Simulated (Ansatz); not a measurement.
Reaction (SMILES): FCl (F-Cl) → Cl atom + F atom
B3LYP-D3(BJ)/def2-TZVP geometries, fixed; electronic energies without zero-point terms.

Energies in hartree at CCSD(T) with Ansatz (an electronic-structure program); the atomisation energy is their sum with the coefficients shown, times 627.509 kcal/mol a hartree. All functions are spherical. Cores are frozen. Open shells are unrestricted. No added dispersion term, no relativity.

```csv
species,coefficient,part,cc-pV(D+d)Z,cc-pV(T+d)Z,cc-pV(Q+d)Z
FCl (F-Cl),-1,Hartree-Fock,-558.84711,-558.90189,-558.91542
FCl (F-Cl),-1,correlation,-0.35473,-0.48119,-0.52466
Cl atom,+1,Hartree-Fock,-459.47140,-459.48556,-459.48916
Cl atom,+1,correlation,-0.13264,-0.18800,-0.20533
F atom,+1,Hartree-Fock,-99.37524,-99.40552,-99.41377
F atom,+1,correlation,-0.15233,-0.21484,-0.23649
```

Task: Predict the atomisation energy in cc-pV(5+d)Z (X = 5): let each Hartree-Fock step shrink by the ratio of the last two, and fit each correlation energy at X = 3 and 4 to E + A/X^3. Compare with the run.

Result: 
- FCl (F-Cl): steps -0.05478 and -0.01353, ratio 0.247, so Hartree-Fock -558.91876 (run: -558.91867); A = (-0.48119 - (-0.52466))/(1/27 - 1/64) = 2.0302, correlation -0.52466 - A/64 + A/125 = -0.54014 (run: -0.54021).
- Cl atom: steps -0.01416 and -0.00360, ratio 0.254, so Hartree-Fock -459.49007 (run: -459.48973); A = (-0.18800 - (-0.20533))/(1/27 - 1/64) = 0.8094, correlation -0.20533 - A/64 + A/125 = -0.21150 (run: -0.21087).
- F atom: steps -0.03028 and -0.00825, ratio 0.272, so Hartree-Fock -99.41601 (run: -99.41605); A = (-0.21484 - (-0.23649))/(1/27 - 1/64) = 1.0111, correlation -0.23649 - A/64 + A/125 = -0.24420 (run: -0.24458).
Predicted 60.94 kcal/mol; the run in cc-pV(5+d)Z gives 61.28, a miss of -0.33. Keeping the value in cc-pV(Q+d)Z, 59.82, would miss by -1.46. All sums are of the energies as printed.
